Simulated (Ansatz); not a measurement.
# SiPH3+ (doublet): one geometry, many settings

One table from this session's results is given with a row withheld; the runs are named, their logs left out.

Method: the settings change from run to run; program: Ansatz 0.2.0, Gaussian basis.

12 further runs of the same task are left out: 3 that didn't finish, 9 set aside as unsound or not needed. Runs told in other sessions of the task aren't counted.

## The geometry

The geometry is a PBE0/def2-TZVP stationary point (not a proven minimum) of the parent state, kept for this charge and spin.

5 atoms, charge 1, spin multiplicity 2.

Atoms are counted from 1 here; the program's logs count them from 0.

Bond lengths: Si1–P2 2.059 Å, Si1–H4 1.496 Å, Si1–H5 1.496 Å, P2–H3 1.543 Å. Angles: P2–Si1–H4 127.0°, P2–Si1–H5 127.0°, H4–Si1–H5 105.1°, Si1–P2–H3 56.5°.

Set-up of the first run:

Contents of in.yaml:

```yaml
crystal:
  periodic: [false, false, false]
  atoms:
    - {symbol: Si, position_ang: [-0.028171, 0.000000, 1.017664]}
    - {symbol: P, position_ang: [-0.021527, 0.000000, -1.041584]}
    - {symbol: H, position_ang: [1.262650, 0.000001, -0.186858]}
    - {symbol: H, position_ang: [0.091917, 1.187655, 1.919027]}
    - {symbol: H, position_ang: [0.091918, -1.187654, 1.919027]}
basis:
  gaussian: {orbitals: cc-pVDZ}
total_charge: 1
magnetization: {spin_polarized: false, initial_magnetization: 1}
hamiltonian: {xc: hf}
scf: {lower_state_search: light}
output: {forces: true, orbitals: {seedname: orbitals}}
```

Launch:

```console
> ansatz run in.yaml --threads 1 --pin off --events-out ev --progress --plain --max-ram 2393MiB
```

Among the steps run: HF (ROHF)/cc-pVDZ; BCCD on UHF/def2-SVP; MP2 on ROHF/cc-pVDZ; BCCD(T) on ROHF/cc-pVDZ; BCCD(T) on UHF/cc-pVDZ.

One of the session's tables, all rows but one given; the rest of the session is left out.

| level | from UCCSDT(Q) (meV) |
| --- | --- |
| HF (ROHF)/cc-pVDZ | 6417.3 |
| BCCD on UHF/def2-SVP |  |
| MP2 on ROHF/cc-pVDZ | ? |
| BCCD(T) on ROHF/cc-pVDZ | 45.2 |
| BCCD(T) on UHF/cc-pVDZ | 45.0 |

Q: Estimate the row for MP2 on ROHF/cc-pVDZ from the others.

**Answer.** from UCCSDT(Q) (meV): 1320.0.

To keep in mind: Where basis and cores are those of an earlier UCCSDT(Q)/cc-pVDZ run (-17178.7573 eV), and the records show the same count of frozen orbitals and kind of state, the miss against it is given; a blank cell means that this couldn't be shown. Hartree-Fock, CASSCF and CASCI lack dynamic correlation by design.
